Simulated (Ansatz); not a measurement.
Results of r²SCAN in Ansatz (plane waves, PAW) for cubic perovskite KTaO3.

Settings: plane-wave cutoff 500 eV, 8×8×8 k mesh, gaussian smearing 0.02 eV, scalar-relativistic PAW data made under PBE.

Cell (relaxed at this level):

```cif
data_KO3Ta
_chemical_formula_sum 'K1 Ta1 O3'
_space_group_name_H-M_alt 'P 1'
_space_group_IT_number 1
_cell_length_a 3.99022
_cell_length_b 3.99022
_cell_length_c 3.99022
_cell_angle_alpha 90.000
_cell_angle_beta 90.000
_cell_angle_gamma 90.000
loop_
_space_group_symop_operation_xyz
  'x, y, z'
loop_
_atom_site_label
_atom_site_type_symbol
_atom_site_fract_x
_atom_site_fract_y
_atom_site_fract_z
_atom_site_occupancy
K1 K 0.00000 0.00000 0.00000 1
Ta1 Ta 0.50000 0.50000 0.50000 1
O1 O 0.50000 0.00000 0.50000 1
O2 O 0.00000 0.50000 0.50000 1
O3 O 0.50000 0.50000 0.00000 1
```

### Question
What does this level give for the band gap?

### Answer

band gap: 2.63 eV (on the SCF k mesh)

Measured, for comparison: band gap 3.64 eV (temperature not stated, no zero-point or thermal correction, indirect; as tabulated in Himmetoglu and Janotti (2016), arXiv:1601.06205).

Spin–orbit coupling is not included.

Cost on a shared machine: roughly 24 core-seconds.

Ansatz is a program for electronic structure.
